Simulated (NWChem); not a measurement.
SiH₂, triplet; SMILES of the neutral closed-shell parent [SiH2]

```xyz
3

Si     0.0000     0.0000     0.0955
H      1.2983     0.0000    -0.6682
H     -1.2983     0.0000    -0.6682
```
Atoms are numbered in this order, from 1.

All runs: NWChem. Pople sets run with spherical d functions. Spin-unrestricted. Medium grid unless said otherwise, to which SCAN and Minnesota functionals are sensitive. In the optimisation the excess spin sits in a1 and b2 (C2v, its own frame). The geometry was optimised at PBE-D3(BJ)/def2-SVP, spin-unrestricted. This spin state was assumed; another may lie lower. No stability test was run on the SCF state. B3LYP is NWChem's, with the RPA form of VWN correlation. Total energies of different functionals are on different scales.

| level | energy (Ha) | highest occupied level (eV) | lowest empty minus highest occupied level, either spin (eV) | dipole (D) | <S²> |
|---|---|---|---|---|---|
| B3LYP/6-31G* | -290.5792 | -5.34 | 1.70 | 0.01 | 2.00 |
| PBE/6-31G* | -290.4034 | -4.67 | 0.56 | 0.08 | 2.00 |
| MN15/6-31G* | -290.4160 | (withheld) | (withheld) | 0.11 | 2.01 |
| TPSS/6-31G* | -290.5870 | -4.79 | 0.58 | 0.02 | 2.00 |
| KT2/6-31G* | -293.1000 | -4.76 | 0.90 | 0.01 | 2.00 |
| BHandHLYP/6-31G* | -290.5565 | -6.44 | 3.97 | 0.09 | 2.00 |
| BLYP/6-31G* | -290.5498 | -4.34 | 0.12 | 0.05 | 2.00 |

Fill in the missing entries.


- MN15/6-31G*, highest occupied level (eV): -5.89
- MN15/6-31G*, lowest empty minus highest occupied level, either spin (eV): 3.25
